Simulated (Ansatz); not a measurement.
```yaml
crystal:
  periodic: [false, false, false]
  atoms:
    - {symbol: In, position_ang: [0.000000, 0.000000, 0.000000]}
    - {symbol: H, position_ang: [0.000000, 0.000000, 1.730000]}
basis:
  gaussian: {orbitals: def2-TZVP}
hamiltonian: {xc: pbe0}
relax: {f_tol: 0.004, max_steps: 80}
```

```sh
$ ansatz run in.yaml --threads 1 --pin off --events-out ev --progress --plain --max-ram 2176MiB
```

Steps of the relaxation (energy above the last step; positions in Å, forces in eV/Å):

```
2
step 1, 66.3 meV
In    0.000    0.000    0.000    0.000    0.000   -1.195
H     0.000    0.000    1.730    0.000    0.000    1.195
```

```
2
step 2, 2.9 meV
In    0.000    0.000   -0.074    0.000    0.000    0.207
H     0.000    0.000    1.804    0.000    0.000   -0.207
```

```
2
step 3, 0.1 meV
In    0.000    0.000   -0.057    0.000    0.000   -0.048
H     0.000    0.000    1.787    0.000    0.000    0.048
```

```
2
step 4, 0.0 meV
In    0.000    0.000   -0.060    0.000    0.000   -0.001
H     0.000    0.000    1.790    0.000    0.000    0.001
```

Close pairs at the end: In1–H2 1.850 Å.

A stationary point of restricted PBE0 after 4 steps (its stability towards spin polarisation wasn't tested). 6 s on 1 thread of Arm Neoverse V1, shared host.
